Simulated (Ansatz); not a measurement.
Molecule: C₂H₅NO, net charge 0, singlet state. 
Geometry from a B3LYP-D3(BJ)/def2-TZVP (Ansatz, a program for electronic structure) optimisation:
SMILES: O=C(N)C
```xyz
9

O      0.4073     1.2798     0.2946
C      0.0816     0.1387     0.0326
N      0.9986    -0.8468    -0.1812
C     -1.3711    -0.2792    -0.0780
H      0.7349    -1.7900    -0.3981
H     -1.8457     0.3222    -0.8532
H     -1.5079    -1.3352    -0.3102
H     -1.8688    -0.0520     0.8647
H      1.9753    -0.6128    -0.1189
```
Charge 0, spin multiplicity 1.

Computed values are from Ansatz. Correlated levels leave the core frozen unless marked. Open shells are spin-unrestricted. Spin-orbit coupling is left out. Non-relativistic. Basis-set limits of correlation are two-point, X^-3; Hartree-Fock from the larger set. [CCSD(T)-MP2]/basis is that difference in the basis named.

What is the dipole moment at CCSD(T)/aug-cc-pVDZ?

3.81 D.

What is the atomisation energy De at RI-MP2/CBS(aug-cc-pVTZ,aug-cc-pVQZ)+[CCSD(T)-MP2]/aug-cc-pVTZ?

867.1 kcal/mol.

What is the T1 diagnostic at CCSD/aug-cc-pVTZ?

0.014.

What is the total energy at RI-MP2/CBS(aug-cc-pVTZ,aug-cc-pVQZ)+[CCSD(T)-MP2]/aug-cc-pVTZ?

-209.0023 Eh.
